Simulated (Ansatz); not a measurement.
# CH5FSi (SMILES FC[SiH3]): single points off equilibrium

The atoms stand at a structure displaced at random from a GFN2-xTB minimum. How far do the functionals agree with CCSD(T) there?

Computed with Ansatz 0.2.0, Gaussian basis. Level: single points in def2-TZVPP.

Cores are frozen in the correlated methods.

### Step 1. The starting structure

SMILES `FC[SiH3]`, 8 atoms, charge 0, spin multiplicity 1.

Atoms are counted from 1 here; the program's logs count them from 0.

Bond lengths: F1–C2 1.341 Å, C2–Si3 1.862 Å, C2–H4 1.094 Å, C2–H5 1.131 Å, Si3–H6 1.493 Å, Si3–H7 1.439 Å, Si3–H8 1.414 Å. Angles: F1–C2–Si3 109.4°, F1–C2–H4 107.9°, F1–C2–H5 104.1°, Si3–C2–H4 114.8°, Si3–C2–H5 110.4°, H4–C2–H5 109.8°, C2–Si3–H6 104.6°, C2–Si3–H7 111.9°, C2–Si3–H8 108.1°, H6–Si3–H7 109.9°, H6–Si3–H8 112.3°, H7–Si3–H8 110.0°.

Geometry (Å):

| atom | x (Å) | y (Å) | z (Å) |
| --- | --- | --- | --- |
| F1 | -0.6940 | -0.4570 | -1.6625 |
| C2 | -0.5146 | 0.4185 | -0.6625 |
| Si3 | 0.4834 | -0.3841 | 0.6885 |
| H4 | -1.4990 | 0.7805 | -0.3518 |
| H5 | 0.0706 | 1.2614 | -1.1370 |
| H6 | 0.6864 | 0.6957 | 1.6992 |
| H7 | 1.7574 | -0.8523 | 0.2102 |
| H8 | -0.2667 | -1.4667 | 1.2040 |

### Step 2. CCSD(T)/def2-TZVPP

The input, run/in.yaml:

```yaml
crystal:
  periodic: [false, false, false]
  atoms:
    - {symbol: F, position_ang: [-0.694000, -0.457000, -1.662500]}
    - {symbol: C, position_ang: [-0.514600, 0.418500, -0.662500]}
    - {symbol: Si, position_ang: [0.483400, -0.384100, 0.688500]}
    - {symbol: H, position_ang: [-1.499000, 0.780500, -0.351800]}
    - {symbol: H, position_ang: [0.070600, 1.261400, -1.137000]}
    - {symbol: H, position_ang: [0.686400, 0.695700, 1.699200]}
    - {symbol: H, position_ang: [1.757400, -0.852300, 0.210200]}
    - {symbol: H, position_ang: [-0.266700, -1.466700, 1.204000]}
basis:
  gaussian: {orbitals: def2-TZVPP}
correlation: {method: ccsd_t}
output: {forces: true}
```

No record of the launch command was kept for these runs.

### Step 3. PBE0-D4/def2-TZVPP

run/in.yaml: that of step 2 with these lines changed.

```diff
@@ -13,3 +13,3 @@
   gaussian: {orbitals: def2-TZVPP}
-correlation: {method: ccsd_t}
-output: {forces: true}
+hamiltonian: {xc: pbe0, dispersion: d4}
+output: {forces: true, orbitals: {seedname: orbitals}}
```

### Step 4. wB97M-V/def2-TZVPP

run/in.yaml: that of step 3 with these lines changed.

```diff
@@ -13,3 +13,3 @@
   gaussian: {orbitals: def2-TZVPP}
-hamiltonian: {xc: pbe0, dispersion: d4}
-output: {forces: true, orbitals: {seedname: orbitals}}
+hamiltonian: {xc: {name: wB97M-V}}
+output: {forces: true}
```

### Step 5. r2SCAN-D4/def2-TZVPP

run/in.yaml: that of step 4 with these lines changed.

```diff
@@ -13,3 +13,3 @@
   gaussian: {orbitals: def2-TZVPP}
-hamiltonian: {xc: {name: wB97M-V}}
+hamiltonian: {xc: r2scan, dispersion: d4}
 output: {forces: true}
```

### Step 6. PBE-D4/def2-TZVPP

run/in.yaml: that of step 5 with these lines changed.

```diff
@@ -13,3 +13,3 @@
   gaussian: {orbitals: def2-TZVPP}
-hamiltonian: {xc: r2scan, dispersion: d4}
+hamiltonian: {xc: pbe, dispersion: d4}
 output: {forces: true}
```

### Step 7. SPW92/def2-TZVPP

run/in.yaml: that of step 6 with these lines changed.

```diff
@@ -13,3 +13,3 @@
   gaussian: {orbitals: def2-TZVPP}
-hamiltonian: {xc: pbe, dispersion: d4}
+hamiltonian: {xc: lda}
 output: {forces: true}
```

### Step 8. wB97X-V/def2-TZVPP

run/in.yaml: that of step 7 with these lines changed.

```diff
@@ -13,3 +13,3 @@
   gaussian: {orbitals: def2-TZVPP}
-hamiltonian: {xc: lda}
+hamiltonian: {xc: {name: wB97X-V}}
 output: {forces: true}
```

(Steps that only read results are left out.)

What does the calculation give? Wanted: energy less free atoms, CCSD(T)/def2-TZVPP; RMS force component; RMS force error; HOMO and LUMO, PBE0-D4; T1 diagnostic.

As calculated:

```
                                  quantity                                                                                         value
energy less free atoms, CCSD(T)/def2-TZVPP                                                                                -2543.4 kJ/mol
                       RMS force component                                                          0.795 to 0.950 eV/Å over the methods
                           RMS force error  PBE0-D4 0.122, wB97M-V 0.048, r2SCAN-D4 0.060, PBE-D4 0.148, SPW92 0.281, wB97X-V 0.049 eV/Å
                    HOMO and LUMO, PBE0-D4                                                                             -8.52 and 0.48 eV
                             T1 diagnostic                                                                                         0.011
```

**Reading.** Against CCSD(T) the functionals' energies less atoms differ by -399.3 to -42.4 kJ/mol, PBE-D4 by -71.9 kJ/mol. The reference is not at the basis limit: in triple zeta CCSD(T) underbinds, which counts against methods that bind more; the gaps are no ranking. The forces of wB97M-V come nearest to CCSD(T), those of SPW92 are farthest. Frozen-core CCSD(T) forces in triple zeta carry basis errors of their own, and this is one geometry, so small gaps rank nothing.
